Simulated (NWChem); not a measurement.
# [SiPNH5]− (SMILES N[SiH-]P): levels of theory compared

We compute a comparison of 3 runs (HF/STO-3G, HF/3-21G, B3LYP/6-31G*) of [SiPNH5]−. 

The results are computed with NWChem 7.3.0.

## 1. The molecule

[SiPNH5]− has 8 atoms, charge -1, and is taken as a singlet. As SMILES, `N[SiH-]P`. Geometry: relaxed at GFN2-xTB. This is one conformer, not always the lowest.

Bond lengths: N1–Si2 1.804 Å, Si2–P3 2.256 Å, N1–H4 1.013 Å, N1–H5 1.013 Å, Si2–H6 1.513 Å, P3–H7 1.373 Å, P3–H8 1.378 Å. Angles: N1–Si2–P3 101.8°, N1–Si2–H6 95.7°, P3–Si2–H6 96.2°, Si2–N1–H4 112.1°, Si2–N1–H5 110.9°, Si2–P3–H7 89.4°, Si2–P3–H8 93.9°, H4–N1–H5 107.2°, H7–P3–H8 91.5°.

## 2. Energy and forces at HF/STO-3G (run 1)

Input file mol.nw:

```
start mol
title "H5NPSi hf"
memory 2200 mb
charge -1

geometry noautosym nocenter noautoz
N    -0.754190    1.067820   -0.920240
Si   -0.025960    0.521010    0.637120
P     0.855760   -1.473190    0.058770
H    -1.363160    0.365990   -1.323860
H    -1.309020    1.904370   -0.786310
H     1.254620    1.314350    0.490920
H     1.532450   -1.504880    1.252770
H    -0.190490   -2.195470    0.590830
end

basis spherical bse
* library STO-3G
end

scf
thresh 1e-08
maxiter 80
end

task scf gradient
```

Command:

```sh
$ nwchem mol.nw > mol.out
```

Standard output:

```text
[...]
  functions       =    28
[...]
  wavefunction    = RHF
[...]
         Total SCF energy =   -678.974023189193
      One-electron energy =  -1242.815760446292
      Two-electron energy =    420.336847789882
 Nuclear repulsion energy =    143.504889467216
        Time for solution =      1.1s
[...]
                         RHF ENERGY GRADIENTS
    atom               coordinates                        gradient
                 x          y          z           x          y          z
   1 N      -1.425212   2.017887  -1.739001   -0.035711   0.002198   0.024128
   2 Si     -0.049057   0.984566   1.203982   -0.009031  -0.020653  -0.036936
   3 P       1.617152  -2.783925   0.111059   -0.001206  -0.003827   0.009090
   4 H      -2.575999   0.691621  -2.501733    0.019967   0.004905   0.004827
   5 H      -2.473689   3.598737  -1.485910    0.018543  -0.008382  -0.001258
   6 H       2.370888   2.483761   0.927704    0.012619   0.013268   0.003715
   7 H       2.895911  -2.843811   2.367392   -0.007280   0.006001  -0.003837
   8 H      -0.359974  -4.148837   1.116507    0.002098   0.006491   0.000273
[...]
```

Run time: 2.1 s. Hardware: 1 thread of AMD EPYC 7R13 (Zen 3), shared host; peak memory 0.099 GiB.

## 3. Energy and forces at HF/3-21G (run 2)

Input file run.py:

```python
from ase import Atoms
from ase.calculators.nwchem import NWChem

mol = Atoms('NSiPHHHHH', positions=[
    [-0.754190, 1.067820, -0.920240],
    [-0.025960, 0.521010, 0.637120],
    [0.855760, -1.473190, 0.058770],
    [-1.363160, 0.365990, -1.323860],
    [-1.309020, 1.904370, -0.786310],
    [1.254620, 1.314350, 0.490920],
    [1.532450, -1.504880, 1.252770],
    [-0.190490, -2.195470, 0.590830],
])

calc = NWChem(
    label='work',
    theory='scf',
    memory='2200 mb',
    basis='3-21G',
    basispar='spherical bse',
    charge=-1,
    scf={'nopen': '0', 'rhf': None, 'thresh': '1e-08', 'maxiter': '80'},
)
mol.calc = calc

forces = mol.get_forces()
e = mol.get_potential_energy()
print(f"E = {e:.6f} eV")
print("forces (eV/A):")
for s, f in zip(mol.symbols, forces):
    print(f"{s:2s} {f[0]:10.5f} {f[1]:10.5f} {f[2]:10.5f}")
print("dipole (e A):", mol.get_dipole_moment().round(4))
```

Command:

```sh
$ export ASE_NWCHEM_COMMAND="nwchem PREFIX.nwi > PREFIX.nwo"
$ python run.py
```

Standard output:

```text
E = -18596.378738 eV
forces (eV/A):
N    -1.09457    0.07184   -1.06963
Si   -0.82815    2.17891    1.77833
P     0.99589   -1.19561   -1.87937
H     0.00098    0.13231   -0.24312
H     0.04505    0.03636   -0.18522
H     0.76727    0.09966    0.21448
H     0.99435   -0.31954    1.08645
H    -0.88086   -1.00396    0.29820
dipole (e A): [-0.528  -0.0375 -0.2297]
```

The calculator wrote work.nwi:

```
title "work"

permanent_dir work

scratch_dir work

start work

geometry units angstrom nocenter noautosym noautoz
  N  -7.5419000000000003e-01 1.0678200000000000e+00 -9.2023999999999995e-01
  Si -2.5960000000000000e-02 5.2100999999999997e-01 6.3712000000000002e-01
  P  8.5575999999999997e-01 -1.4731900000000000e+00 5.8770000000000003e-02
  H  -1.3631599999999999e+00 3.6598999999999998e-01 -1.3238600000000000e+00
  H  -1.3090200000000001e+00 1.9043699999999999e+00 -7.8630999999999995e-01
  H  1.2546200000000001e+00 1.3143499999999999e+00 4.9092000000000002e-01
  H  1.5324500000000001e+00 -1.5048800000000000e+00 1.2527699999999999e+00
  H  -1.9048999999999999e-01 -2.1954699999999998e+00 5.9082999999999997e-01
end

charge -1

memory 2200 mb

basis spherical bse noprint
   * library 3-21G
end

scf
  nopen 0
  rhf
  thresh 1e-08
  maxiter 80
end

task scf gradient
```

work.nwo:

```text
Northwest Computational Chemistry Package (NWChem) 7.3.0
             --------------------------------------------------------

           Job information
           ---------------

    nwchem branch   = 7.3.0
    use scalapack   = T
    input           = work.nwi
    prefix          = work.
    data base       = work/work.db
    status          = startup
    nproc           =        1

           Memory information
           ------------------

    heap     =     72089596 doubles =      550.0 Mbytes
    stack    =     72089601 doubles =      550.0 Mbytes
    global   =    144179200 doubles =     1100.0 Mbytes (distinct from heap & stack)
    total    =    288358397 doubles =     2200.0 Mbytes
    verify   = yes
    hardfail = no

           Directory information
           ---------------------

  0 permanent = work
  0 scratch   = work

                                NWChem Input Module
                                -------------------

                                       work
                                       ----

[... 125 lines left out ...]
 Convergence threshold     :          1.000E-08
[... 12 lines left out ...]
       Final RHF  results
[... 3 lines left out ...]
      One-electron energy =  -1240.753232943973
[... 1 line left out ...]
 Nuclear repulsion energy =    143.504889467216
[... 39 lines left out ...]
                       ROHF Final Molecular Orbital Analysis
[... 187 lines left out ...]
     1   1 0 0     -0.997863      0.000000     13.451126
[... 8 lines of this table left out ...]
     2   0 0 2    -36.019639      0.000000     57.826283

                              NWChem Gradients Module
                              -----------------------

                                       work

  wavefunction    =   RHF

                         RHF ENERGY GRADIENTS

    atom               coordinates                        gradient
                 x          y          z           x          y          z
   1 N      -1.425212   2.017887  -1.739001    0.021286  -0.001397   0.020801
   2 Si     -0.049057   0.984566   1.203982    0.016105  -0.042373  -0.034583
   3 P       1.617152  -2.783925   0.111059   -0.019367   0.023251   0.036548
[... 4 lines of this table left out ...]
   8 H      -0.359974  -4.148837   1.116507    0.017130   0.019524  -0.005799

                 ----------------------------------------
                 |  Time  |  1-e(secs)   |  2-e(secs)   |
                 ----------------------------------------
                 |  CPU   |       0.00   |       0.52   |
                 ----------------------------------------
                 |  WALL  |       0.00   |       0.52   |
                 ----------------------------------------

 Task  times  cpu:        1.6s     wall:        1.6s
 Total times  cpu:        1.7s     wall:        1.7s
```

Run time: 2.7 s. Hardware: 1 thread of AMD EPYC 7R13 (Zen 3), shared host; peak memory 0.099 GiB.

## 4. Energy and gradient at B3LYP/6-31G(d) (Cartesian functions) (run 3)

Input file h5npsi.xyz:

```xyz
8
H5NPSi gradient
N     -0.754190     1.067820    -0.920240
Si    -0.025960     0.521010     0.637120
P      0.855760    -1.473190     0.058770
H     -1.363160     0.365990    -1.323860
H     -1.309020     1.904370    -0.786310
H      1.254620     1.314350     0.490920
H      1.532450    -1.504880     1.252770
H     -0.190490    -2.195470     0.590830
```

Input file h5npsi.nw:

```
start h5npsi
title "H5NPSi gradient"
memory stack 880 mb heap 220 mb global 1100 mb
charge -1

geometry noautosym nocenter noautoz
 load format xyz h5npsi.xyz
end

basis
 * library 6-31G*
end

dft
 xc b3lyp
 grid xfine
 convergence energy 1e-08
 iterations 100
 mulliken
 noprint "final vectors analysis"
end

task dft gradient
```

Command:

```sh
$ nwchem h5npsi.nw > h5npsi.out
```

Standard output:

```text
[...]
          Wavefunction type:  closed shell.
          No. of atoms     :     8
          No. of electrons :    42
[...]
          Charge           :    -1
          Spin multiplicity:     1
[...]
          AO basis - number of functions:    63
[...]
              XC Information
              --------------
                         B3LYP Method XC Potential
                     Hartree-Fock (Exact) Exchange  0.200
                        Slater Exchange Functional  0.800 local
                    Becke 1988 Exchange Functional  0.720 non-local
              Lee-Yang-Parr Correlation Functional  0.810
                  VWN I RPA Correlation Functional  0.190 local
[...]
 d= 0,ls=0.0,diis     1   -688.4873861463 -8.32D+02  3.24D-02  6.67D-01     2.3
[...]
 d= 0,ls=0.0,diis    10   -688.5957851970 -1.48D-09  7.17D-07  4.53D-10    18.4
         Total DFT energy =     -688.595785197001
      One electron energy =    -1245.447764346000
           Coulomb energy =      466.595292204454
    Exchange-Corr. energy =      -53.248202522670
 Nuclear repulsion energy =      143.504889467216
[...]
      Total Density - Mulliken Population Analysis
     ---------------------------------------------
    Atom       Charge   Shell Charges
 -----------   ------   -------------------------------------------------------
    1 N    7     7.87   1.99  0.78  2.49  0.89  1.69  0.02
    2 Si  14    14.06   2.00  1.99  5.96  1.08  1.62  0.61  0.71  0.10
    3 P   15    15.34   2.00  1.99  5.97  1.24  2.44  0.57  1.07  0.07
    4 H    1     0.76   0.52  0.24
    5 H    1     0.75   0.52  0.23
    6 H    1     1.17   0.52  0.65
    7 H    1     1.02   0.52  0.50
    8 H    1     1.03   0.53  0.50
[...]
  wavefunction    = closed shell
                         DFT ENERGY GRADIENTS
    atom               coordinates                        gradient
                 x          y          z           x          y          z
   1 N      -1.425212   2.017887  -1.739001   -0.002520  -0.002121   0.024304
   2 Si     -0.049057   0.984566   1.203982    0.016721  -0.022358  -0.030832
   3 P       1.617152  -2.783925   0.111059   -0.014217   0.005655   0.037310
   4 H      -2.575999   0.691621  -2.501733    0.006680   0.001005   0.001049
   5 H      -2.473689   3.598737  -1.485910    0.005734  -0.001524  -0.001647
   6 H       2.370888   2.483761   0.927704   -0.013805  -0.001156  -0.000442
   7 H       2.895911  -2.843811   2.367392   -0.015605   0.003501  -0.021898
   8 H      -0.359974  -4.148837   1.116507    0.017012   0.016997  -0.007845
[...]
```

Wall time 25 s (1 thread of AMD EPYC 7R13 (Zen 3), shared host); peak memory 0.14 GiB.

## 5. The series

```
run                               level  Cartesian functions  iteration cap  energy (Eh)  HOMO energy (eV)  LUMO energy (eV)  HOMO–LUMO gap (eV)  wall time
  1                           HF/STO-3G                   no             80  -678.974023              3.12             18.89               15.77      2.1 s
  2                            HF/3-21G                   no             80  -683.404319             -1.10              9.47               10.57      2.7 s
  3  B3LYP/6-31G* (Cartesian functions)                  yes            100  -688.595785                 –                 –                   –       25 s
```

## 6. Results

```
                       quantity          value
            run 3: total energy  -688.59579 Eh
run 3: largest force on an atom     2.139 eV/Å
```

What this shows: In run 1 the HOMO lies above zero, so the outermost electron may be held by the basis alone. In run 1 the basis is minimal, so the values are rough. All runs together took 30 s, the longest 25 s.
